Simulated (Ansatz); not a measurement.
Hf (model structure, started from the beta-Sn type, I4₁/amd, No. 141, 2 atoms in the cell): properties by level of theory

```tsv
level (code)	lattice parameter a (Å)	lattice parameter c (Å)
PBE (Ansatz)	5.574	3.006
PBEsol (Ansatz)	5.475	2.964
PBE-D3(BJ) (Ansatz)	5.502	2.976
```

Ansatz's density-functional and Hartree–Fock values are scalar-relativistic unless marked +SOC, with PAW data made under PBE.

The computed numbers hold no vibrational or temperature effects.

A model structure was made by putting elements into a prototype or built by hand; it is no filed structure, need not be a known phase, and can be a saddle point held by its symmetry.

Ansatz is a program for electronic structure.
